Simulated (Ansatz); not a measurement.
Input for Ansatz (development build ahead of 0.2.0):

```yaml
crystal:
  periodic: [false, false, false]
  atoms:
    - { symbol: Si, position_ang: [0.0, 0.0, 0.0] }
    - { symbol: P, position_ang: [1.3335, 1.778, 3.84948] }
basis:
  gaussian: { orbitals: STO-3G }
magnetization:
  initial_magnetization: 1
hamiltonian:
  xc: hf
correlation:
  method: fci
  frozen_orbitals: { P: 5, Si: 5 }
```

The input is written out in the form of the current development build from the run's settings.

Output:

```
Converged    : yes
Total energy : -622.34830 hartree
State        : lowest doublet root, of any spatial symmetry
```
